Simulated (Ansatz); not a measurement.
# BF (SMILES [B]F) at 6 levels

Aim: a comparison of 6 runs (B2PLYP/STO-3G, BHLYP/STO-3G, UB3LYP/STO-3G, r2SCAN0/STO-3G, RPA@PBE/STO-3G, CCSDT/STO-3G) of BF. 

Program for the calculation: Ansatz 0.2.0.

35 further runs of the same task are left out: 1 that didn't finish, 34 set aside as unsound or not needed.

### Step 1. The system as given

The species is BF (2 atoms), meant as a singlet with charge 0. As SMILES, `[B]F`. The F2–B1 distance was set to 2.526 Å, away from the relaxed value.

### Step 2. The energy at B2PLYP/STO-3G (run 1)

The input, molecule.yaml:

```yaml
crystal:
  periodic: [false, false, false]
  atoms:
    - symbol: B
      position_ang: [0.000000, -0.000000, -1.272460]
    - symbol: F
      position_ang: [-0.000000, 0.000000, 1.253740]
basis:
  gaussian:
    orbitals: STO-3G
hamiltonian:
  xc: {name: B2PLYP}
correlation:
  frozen_orbitals: {B: 1, F: 1}
accuracy: high
```

Started as:

```sh
$ ansatz run molecule.yaml --threads 1 --pin off --max-ram 3480MiB --events-out events.jsonl --progress --plain --runs-dir runs
```

The log of the run:

```text
Warning: RAYON_NUM_THREADS=1 ignored (pool sized by the plan → 1); use --threads N
Functional definition: B2PLYP
  name "B2PLYP"
  parameter a = 0.53
  parameter c = 0.27
  exchange = (1 - a)*b88_x + a*exact_x
  correlation = (1 - c)*lyp_c + c*(mp2_os + mp2_ss)
146 factors; integrals over basis functions are off by at most 2.3e-8 eV
mean field evaluation 1: about -3322.7676 eV, gradient 1.4e1 eV
mean field evaluation 2: about -3322.7747 eV, gradient 1.4e1 eV
mean field evaluation 4: about -3325.2795 eV, gradient 1.8e1 eV
mean field evaluation 8: about -3329.1972 eV, gradient 8.9e0 eV
mean field evaluation 16: about -3329.7886 eV, gradient 1.6e-8 eV
mean field evaluation 32: about -3308.6686 eV, gradient 1.5e1 eV
mean field -3329.78859388 eV, -122.3674738132 hartree, gradient 7.5e-8 eV, S^2 0.000000; 0 other end points of the search recorded, 0 dependent functions left out; unrestricted orbitals would lower it
2 core orbitals not correlated: weight in the atoms' cores, before any rotation towards them, 1.000 or more for the frozen orbitals, at most 0.000 for the correlated occupied ones
reference -3329.78860602 eV, -122.3674742596 hartree; 5, 5 occupied and 3, 3 virtual orbitals, 146 factors
second order -5.54698140 eV of doubles, -0.00000000 eV of singles
Total energy: -3331.28629100 eV, -122.4225131674 hartree
```

Wall time 0.32 s (1 thread of Intel Xeon 6975P-C (Granite Rapids), shared host).

### Step 3. A single-point energy at BHLYP/STO-3G (run 2)

The input, in.yaml:

```yaml
crystal:
  periodic: [false, false, false]
  atoms:
    - {symbol: B, position_ang: [0.000000, -0.000000, -1.272460]}
    - {symbol: F, position_ang: [-0.000000, 0.000000, 1.253740]}
basis:
  gaussian:
    orbitals: STO-3G
total_charge: 0
magnetization:
  spin_polarized: false
hamiltonian:
  xc: {name: BHLYP}
accuracy: high
```

Started as:

```sh
$ ansatz run in.yaml --threads 1 --pin off --max-ram 3480MiB --events-out events.jsonl --progress --plain --runs-dir runs
```

The log of the run:

```text
Warning: RAYON_NUM_THREADS=1 ignored (pool sized by the plan → 1); use --threads N
Functional definition: BHLYP
  name "BHLYP"
  parameter a = 0.5
[... 1 set-up line as earlier in the session ...]
  correlation = lyp_c
146 factors; integrals over basis functions are off by at most 2.3e-8 eV
mean field evaluation 1: about -3326.2586 eV, gradient 1.4e1 eV
mean field evaluation 2: about -2983.3370 eV, gradient 8.4e1 eV
mean field evaluation 4: about -3326.3109 eV, gradient 1.5e1 eV
mean field evaluation 8: about -3332.7509 eV, gradient 9.0e0 eV
mean field evaluation 16: about -3333.3343 eV, gradient 3.4e-7 eV
mean field -3333.33433673 eV, -122.4977774598 hartree, gradient 1.6e-8 eV, S^2 0.000000; 0 other end points of the search recorded, 0 dependent functions left out
reference -3333.33434969 eV, -122.4977779359 hartree; 7, 7 occupied and 3, 3 virtual orbitals, 146 factors
Total energy: -3333.33434969 eV, -122.4977779359 hartree
```

Wall time 0.24 s (1 thread of Intel Xeon 6975P-C (Granite Rapids), shared host).

Runs 3 to 5 aren't shown in full; the table further down has their settings and results.

### Step 4. A single-point energy at CCSDT/STO-3G (run 6)

The input, molecule.yaml:

```yaml
crystal:
  periodic: [false, false, false]
  atoms:
    - symbol: B
      position_ang: [0.000000, -0.000000, -1.272460]
    - symbol: F
      position_ang: [-0.000000, 0.000000, 1.253740]
basis:
  gaussian: {orbitals: STO-3G}
correlation: {method: ccsdt, frozen_orbitals: {B: 1, F: 1}}
accuracy: high
scf: {omitted_lower_state_checks: [cluster_reference, increment]}
```

Started as:

```sh
$ ansatz run molecule.yaml --threads 1 --pin off --max-ram 3480MiB --events-out events.jsonl --progress --plain --runs-dir runs
```

The log of the run:

```text
Warning: RAYON_NUM_THREADS=1 ignored (pool sized by the plan → 1); use --threads N
[... 13 lines left out ...]
2 core orbitals not correlated: weight in the atoms' cores, before any rotation towards them, 1.000 or more for the frozen orbitals, at most 0.000 for the correlated occupied ones
[... 58 lines left out ...]
WARN: these amplitudes may be one of several solutions (largest doubles amplitude 0.64, level shift 10.97 eV)
Total energy: -3325.00348387 eV, -122.1916242640 hartree
Checks for a lower state left out: cluster_reference, increment
```

It took 0.18 s on 1 thread of Intel Xeon 6975P-C (Granite Rapids), shared host.

### Step 5. All runs side by side

```tsv
run	level	frozen core orbitals	energy (Eh)	wall time
1	B2PLYP/STO-3G	2	-122.422513	0.32 s
2	BHLYP/STO-3G	–	-122.497778	0.24 s
3	UB3LYP/STO-3G	–	-122.579852	0.95 s
4	r2SCAN0/STO-3G	–	-122.495730	0.48 s
5	RPA@PBE/STO-3G	2	-122.238125	0.64 s
6	CCSDT/STO-3G	2	-122.191624	0.18 s
```

### Step 6. What came out

| quantity | value |
| --- | --- |
| run 6: total energy | -122.19162 Eh |
| run 6: correlation energy (2 core orbitals frozen) | -206.2 mEh |
| run 6: T1 diagnostic | 0.079 |

Totals of different functionals can't be ranked against each other. In runs 1, 5, 6 the log says that unrestricted orbitals would lower the reference, so the values rest on an unstable closed-shell determinant (other closed-shell runs at this shape may share the fault). In runs 1, 2, 3, 4, 5, 6 the basis is minimal, so the values are rough. Spin contamination of the reference: run 3 ⟨S²⟩ = 0.67. Where it is this large, the reference is a mixture of spin states, and values that rest on it are in doubt. All runs together took 2.8 s, the longest 0.95 s.
